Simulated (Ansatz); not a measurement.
## Te (within 0.1 Å of Pm-3m, No. 221, 1 atom in the cell; start mp-1178932; another form than the element's usual one)

Method: r²SCAN (Ansatz, an electronic-structure program, PAW).

Numerical settings: plane-wave cutoff 500 eV, 12×12×12 k mesh, Fermi–Dirac smearing 0.05 eV, scalar-relativistic PAW data made under PBE.

Cell (relaxed at this level):

```
Te
1.0
    2.25706     1.30311     1.84032
   -2.25706     1.30311     1.84032
    0.00000    -2.60622     1.84032
Te
1
Direct
  0.50000   0.50000   0.50000
```

```json
{
 "band_gap": "none"
}
```

Spin–orbit coupling is not included.

The computed numbers hold no vibrational or temperature effects.

A start named mp-… is a Materials Project structure, which need not be a measured phase.
